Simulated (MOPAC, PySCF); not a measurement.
C$_{3}$H$_{4}$, SMILES `C=C=C`, neutral singlet in the gas phase. 

Cartesian coordinates (Å):
SMILES: C=C=C
```xyz
7

C      1.3001     0.0067     0.0043
C      0.0000     0.0000     0.0000
C     -1.3001    -0.0068    -0.0043
H      1.8682    -0.4349    -0.8064
H      1.8581     0.4543     0.8187
H     -1.8604    -0.8223     0.4385
H     -1.8659     0.8029    -0.4508
```
Charge 0, multiplicity 1.

All levels are single points at this geometry (B3LYP-D3(BJ)/def2-TZVP); Pople sets use spherical d functions. Orbital energies aren't observables, and empty levels follow the basis.

PM3 in MOPAC gives dipole (D) = 0.00.

Q: Estimate the dipole (D) from each of these levels: ωB97X-D3(BJ)/def2-TZVP in PySCF; B3LYP/3-21G in PySCF; B3LYP/6-311+G** in PySCF; SVWN5/6-31G* in PySCF; HF/STO-3G in PySCF; AM1 in MOPAC; PM6 in MOPAC; PM7 in MOPAC.

A: 
| level | dipole (D) |
|---|---|
| ωB97X-D3(BJ)/def2-TZVP in PySCF | 0.00 |
| B3LYP/3-21G in PySCF | 0.00 |
| B3LYP/6-311+G** in PySCF | 0.00 |
| SVWN5/6-31G* in PySCF | 0.00 |
| HF/STO-3G in PySCF | 0.00 |
| AM1 in MOPAC | 0.00 |
| PM6 in MOPAC | 0.00 |
| PM7 in MOPAC | 0.00 |
